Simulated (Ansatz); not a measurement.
**How far each method lies from full CI for C2H5, doublet**

Geometry: MP2(full)/6-31G*, from the G2/97 set.

```xyz
7

C    -0.0085   -0.7151    0.0000
C    -0.0085    0.7740    0.0000
H     1.0120   -1.1245    0.0000
H    -0.5111   -1.1141    0.8848
H    -0.5111   -1.1141   -0.8848
H     0.1060    1.3256    0.9237
H     0.1060    1.3256   -0.9237
```

Basis STO-3G; Ansatz 0.2.0. Correlated methods freeze the noble-gas cores, which leaves 13 electrons in 13 orbitals. Prefix R: restricted or restricted open-shell reference; prefix U: unrestricted.

Full CI is exact within this basis and frozen core; it isn't the basis-set limit. The frozen core follows each run's orbitals, which can shift R against U totals by a few meV.

For open shells CISD and CISDTQ are restricted-active-space CI with the open shells as a complete middle space.

The UHF ⟨S²⟩ is 0.765 and the T1 diagnostic (RCCSD) is 0.0126. The largest doubles amplitude (RCCSD) is 0.062 and the T1 diagnostic (UCCSD) is 0.0046.

From what is known of these methods and the diagnostics, rank them by the size of their error in total energy against full CI in STO-3G, smallest first (an estimate: the text doesn't fix the numbers).
A. RMP2
B. UHF
C. UCCSD
D. CISD
E. RCCSD(T)

E (0.6 kJ/mol), C (2.1 kJ/mol), D (19.9 kJ/mol), A (99.8 kJ/mol), B (327.1 kJ/mol).

All errors are against full CI in STO-3G. Within each family the higher level lies nearer, as is usual though not guaranteed.

The full-CI state has the irrep A' of Cs, in the program's axes.

Natural occupations of full CI about the gap: 1.977 1.974 1.973 1.973 1.000 0.028 0.025 0.024 0.021 0.020; effectively unpaired electrons, Σ n²(2−n)², 1.03.

Atomization energy (electronic, same basis, no zero-point term; atoms at the same level, unrestricted beside the R rows where the molecule is a closed shell, with restricted open-shell steps beyond CCSDT(Q)) at full CI: 2668.9 kJ/mol. Errors of other levels:

```tsv
level	error (kJ/mol)
RHF	-232.3
UHF	-220.9
RMP2	-45.2
UMP2	-41.5
CISD	-19.9
RCCSD	-2.0
UCCSD	-2.1
RCCSD(T)	-0.6
UCCSD(T)	-0.7
BCCD(T)	-0.7
RCCSDT	-0.2
UCCSDT	-0.2
CISDTQ	-0.6
RCCSDT(Q)	0.0
UCCSDT(Q)	0.0
RCCSDTQ	0.0
UCCSDTQ	0.1
```

This basis is far from its limit, so the value isn't to be set against a measured one. Truncated CI isn't size-consistent, which counts against it in atomization.
